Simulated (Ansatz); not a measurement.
Two structures of SiH2O2, closed shell, reached by relaxing down either side of one saddle point (PBE0-D4/def2-TZVP). Energies are electronic, without zero-point energy. Program: Ansatz 0.2.0. Basis: def2-TZVPP and def2-QZVPP. Cores are frozen in the correlated methods. Extrapolation: Hartree–Fock as exp(−7.88 √X), correlation as X^−2.97. First:

H1  (-0.652, -0.929, -1.176)
O2  (-0.209, -1.392, -0.457)
Si3  (0.455, -0.482, 0.738)
O4  (0.059, 1.032, 0.176)
H5  (0.346, 1.771, 0.718)
(Å)

Second:

```csv
atom,x (Å),y (Å),z (Å)
H1,-0.4878,0.4261,-0.6203
O2,0.0153,-1.7263,-0.4675
Si3,0.5096,-1.2376,0.8871
O4,-0.3013,0.8948,0.2080
H5,0.2643,1.6431,-0.0073
```

Task: Which bonds change from the first to the second?

Result: SiH₂O₂ ([OH][Si][OH]) → H₂O + SiO; bonds formed: H1–O4; bonds broken: H1–O2, Si3–O4.

Task: Give the saddle point's structure and its height above each. (An estimate is asked for; the value comes from the calculation.)

Result: By the calculation: 42.88 kcal/mol above the first and 9.04 kcal/mol above the second (CCSD(T) at an estimated basis limit (MP2 extrapolated from triple and quadruple zeta, plus CCSD(T) − MP2 in triple zeta)).
H1  (-0.375, -0.012, -0.565)
O2  (-0.096, -1.363, -0.560)
Si3  (0.452, -0.928, 0.847)
O4  (-0.269, 0.773, 0.244)
H5  (0.289, 1.530, 0.033)
(Å)

The search had been set up for a 1,2-shift (forming H1–Si3, breaking H1–O2); from that guess it ended on this step instead.

T1 diagnostic: at most 0.020.

Labels in which every atom is bracketed show which atoms are joined, not bond orders.

For scale, one of the runs: CCSD(T)/def2-TZVPP, 132 basis functions, launched by `ansatz run in.yaml --threads 2 --pin off --events-out ev --progress --plain --max-ram 4352MiB`. Time: 8.5 s of wall clock on 2 CPU threads of an Arm Neoverse V1; the host was shared. Peak host memory: 0.66 GiB.
